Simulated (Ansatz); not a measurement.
Input for Ansatz (development build ahead of 0.2.0):

```yaml
crystal:
  periodic: [false, false, false]
  atoms:
    - { symbol: C, position_ang: [-0.00759, 0.04319, -0.02403] }
    - { symbol: C, position_ang: [0.00822, 0.87204, 1.22194] }
    - { symbol: C, position_ang: [-0.03455, 0.00848, 2.50172] }
    - { symbol: C, position_ang: [0.03177, 0.89402, 3.80874] }
    - { symbol: C, position_ang: [0.03363, -0.01436, 5.10781] }
    - { symbol: H, position_ang: [0.03001, 0.62658, -0.84267] }
    - { symbol: H, position_ang: [0.84496, -0.64269, -0.03197] }
    - { symbol: H, position_ang: [-0.93746, -0.63417, -0.02879] }
    - { symbol: H, position_ang: [-0.86494, 1.54326, 1.27064] }
    - { symbol: H, position_ang: [0.83673, 1.48363, 1.28596] }
    - { symbol: H, position_ang: [0.84208, -0.64412, 2.50672] }
    - { symbol: H, position_ang: [-0.9227, -0.64492, 2.56535] }
    - { symbol: H, position_ang: [-0.9234, 1.478, 3.78435] }
    - { symbol: H, position_ang: [0.91599, 1.50966, 3.77133] }
    - { symbol: H, position_ang: [0.03008, 0.62296, 5.91909] }
    - { symbol: H, position_ang: [-0.85765, -0.59841, 5.06558] }
    - { symbol: H, position_ang: [0.93764, -0.62662, 5.10243] }
basis:
  gaussian: { orbitals: cc-pVDZ }
hamiltonian:
  xc: hf
correlation:
  method: mp2
  frozen_orbitals: { C: 1, H: 0 }
```

The input is written out in the form of the current development build from the run's settings.

Output:

| Quantity | Value |
| --- | --- |
| Converged | yes |
| Reference energy | -196.32401 hartree |
| Correlation energy | -0.73076 hartree |
| Total energy | -197.05477 hartree |
| Spin squared of the determinant | 0.000 |
